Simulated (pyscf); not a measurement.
H₂N–SiH₃ + H₂ → H₂N–SiH₃ + H₂ (four-centre exchange; singlet surface; H–Si, H–H broken, H–Si, H–H formed). Structures and frequencies: ωB97X-D3(BJ)/def2-SVP in PySCF. Energies in eV from the separated reactants.

```tsv
level	barrier	reaction energy
PBE/def2-TZVP	2.21	0.00
r²SCAN/def2-TZVP	2.33	0.00
B3LYP-D3(BJ)/def2-TZVP	2.51	0.00
PBE0-D3(BJ)/def2-TZVP	2.33	0.00
ωB97M-D3(BJ)/def2-TZVP	2.52	0.00
HF/def2-TZVP	3.25	0.00
```

The functionals in the table span 0.31 eV in this barrier, from PBE to ωB97M-D3(BJ)/def2-TZVP. At the saddle there is also a short H–Si contact that neither side keeps. The same reactants have a lower exit, to SiH₄ + NH₃ (barrier +2.03 eV at ωB97M-D3(BJ)/def2-TZVP, against +2.52 eV here). This is the saddle that the search found; another between the same sides may lie lower.
